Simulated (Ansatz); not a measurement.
**CH3N2 (doublet): from Hartree-Fock to the top rungs at distance N1–H4 along a hydrogen transfer = 1.012 Å, cc-pVDZ**

How much of the correlation energy of CH3N2 (doublet) does each wave-function method recover here?

Computed with Ansatz 0.2.0, Gaussian basis. Level: cc-pVDZ, core rule «outside noble gas», up to 3 orbitals frozen.

Plan: UHF; CCSD(T) on ROHF; CCSD(T) on UHF; BCCD(T) on ROHF; CISD; CCSDT(Q) on ROHF; CCSDT(Q) on UHF; CASSCF and MRCISD+Q, 3 electrons in 3 orbitals; CASSCF and NEVPT2, 3 electrons in 3 orbitals.

## Step 1: What is computed

The geometry derives from fragments relaxed apart (PBE0/def2-TZVP) and kept rigid, so it is no stationary point. A hydrogen atom is moved between rigid fragments.

6 atoms, charge 0, spin multiplicity 2.

Atoms are counted from 1 here; the program's logs count them from 0.

Bond lengths: N1–H2 1.012 Å, N1–H3 1.012 Å, N1–H4 1.012 Å, N5–C6 1.160 Å. Angles: H2–N1–H3 107.1°, H2–N1–H4 107.1°, H3–N1–H4 107.1°.

## Step 2: UHF

Contents of in.yaml:

```yaml
crystal:
  periodic: [false, false, false]
  atoms:
    - {symbol: N, position_ang: [-1.858313, -0.013242, -0.020610]}
    - {symbol: H, position_ang: [-2.155593, 0.954591, -0.020610]}
    - {symbol: H, position_ang: [-2.155592, -0.415541, 0.859649]}
    - {symbol: H, position_ang: [-0.845853, -0.013242, -0.020611]}
    - {symbol: N, position_ang: [1.735771, -0.013241, -0.020611]}
    - {symbol: C, position_ang: [0.575687, -0.013241, -0.020611]}
basis:
  gaussian: {orbitals: cc-pVDZ}
magnetization: {spin_polarized: true, initial_magnetization: 1}
hamiltonian: {xc: hf}
output: {orbitals: {seedname: orbitals}}
```

On the command line:

```
$ ansatz run in.yaml --threads 1 --pin off --events-out ev --progress --plain --max-ram 4096MiB --backend cpu
```

The runs that follow: CCSD(T) on ROHF; CCSD(T) on UHF; BCCD(T) on ROHF; CISD; CCSDT(Q) on ROHF; CCSDT(Q) on UHF; CASSCF and MRCISD+Q, 3 electrons in 3 orbitals; CASSCF and NEVPT2, 3 electrons in 3 orbitals.

**Question.** What will the summary of the whole plan be? Wanted: UCCSDT(Q) below the RHF energy; RMP2 from UCCSDT(Q); UMP2 from UCCSDT(Q); RCCSD from UCCSDT(Q); RCCSD(T) from UCCSDT(Q); UCCSD(T) from UCCSDT(Q); RCCSDT(Q) from UCCSDT(Q); NEVPT2 pair from UCCSDT(Q); MRCISD+Q pair from UCCSDT(Q).

The runs gave:

| quantity | value |
| --- | --- |
| UCCSDT(Q) below the RHF energy | -14.1081 eV |
| RMP2 from UCCSDT(Q) | +110.6 kJ/mol |
| UMP2 from UCCSDT(Q) | +180.7 kJ/mol |
| RCCSD from UCCSDT(Q) | +58.4 kJ/mol |
| RCCSD(T) from UCCSDT(Q) | +7.8 kJ/mol |
| UCCSD(T) from UCCSDT(Q) | +11.2 kJ/mol |
| RCCSDT(Q) from UCCSDT(Q) | +0.3 kJ/mol |
| NEVPT2 pair from UCCSDT(Q) | +118.7 kJ/mol |
| MRCISD+Q pair from UCCSDT(Q) | +49.6 kJ/mol |
| levels within 1 kcal/mol (43 meV) | RCCSDT(Q) |
| T1 diagnostic | 0.035 |

RCCSD(T) misses by +7.8 kJ/mol, 0.6 % of the correlation energy. CCSD(T) misses by +7.8 kJ/mol on the restricted determinant and by +11.2 kJ/mol on the unrestricted one; the two need not hold the same state or core. Of the multireference levels listed MRCISD+Q pair comes nearest in total energy (+49.6 kJ/mol), which doesn't show that its space is the better one. These misses are within one basis, not against nature; the frozen cores of restricted and unrestricted runs differ, which can shift their rows.
